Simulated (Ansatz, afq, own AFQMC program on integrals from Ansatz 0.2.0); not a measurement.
**SiBrCl⁺, doublet in def2-TZVP, levels against AFQMC with the constraint released**

```yaml
atoms:
  - { symbol: Cl, position_ang: [0.7220, 1.4325, 0.5421] }
  - { symbol: Si, position_ang: [-0.7702, 0.2997, -0.3858] }
  - { symbol: Br, position_ang: [0.0373, -1.7970, -0.1696] }
```

Connectivity, by distances: Cl–Si–Br.

Basis def2-TZVP. Noble-gas cores (and the filled d shells of Ga–Kr and In–Xe) are frozen. AFQMC by an in-house program on the Cholesky factors that Ansatz 0.2.0 writes for its CCSD(T) run. ph-AFQMC/CISD is guided by a CISD state made of CCSD amplitudes; releasing the constraint for a short imaginary time cuts its bias at the price of noise, slowly where states lie close. Uncertainties: one standard error, sampling alone. No spin–orbit coupling.

Determinant: UHF, the one that the program's search chose, which needn't be the lowest solution. The geometry is a PBE0/def2-SVP stationary point of this or a neighbouring charge and spin state.

No full CI on the walks' own integrals is used here. The released AFQMC energy serves as the reference, which it does only where one determinant dominates, the energy is flat over the last release times and near the phaseless one (40 meV or 2 meV an electron, half that with transition metals). On small molecules, where full CI could be run and the noise was under 10 meV, such values lay within 10 meV of it in 19 cases of 20, a flattering rate, since the rule was set on those same cases; what remains of the bias isn't in the error bar.

Cautions: no relativity below Rb; no spin-orbit coupling; inner d shell frozen; the released value is read at 1.50 1/Eh with a noise of 21 meV, more than in the cases checked (meV from the phaseless value at times in 1/Eh: -4 ± 13 at 0.24, -2 ± 11 at 0.51, -33 ± 12 at 0.99, -23 ± 21 at 1.50).

```
T1 diagnostic                               : 0.0242
weight of the determinant in the CISD state : 0.806
⟨S²⟩ of the determinant                     : 0.780
size of the correlated space                : 17 electrons in 98 orbitals
```

Q: Estimate: order these by the size of their error in total energy against AFQMC with the constraint released, smallest first.
A. CCSD
B. MP2
C. phaseless AFQMC with a CISD trial
D. CCSD(T)

A: C (0.52 ± 0.57 kcal/mol), D (2.67 ± 0.49 kcal/mol), A (17.34 ± 0.49 kcal/mol), B (40.67 ± 0.49 kcal/mol).

Reference: AFQMC with the constraint released, correlation energy -13.005 ± 0.021 eV.

A walk keeps the symmetry of its determinant, which the program's search chose and which needn't be the lowest solution, so a lower state of the same spin and another symmetry isn't excluded. Released energies are given only where the last usable release times agree within the noise; a slower fall can still hide under it.
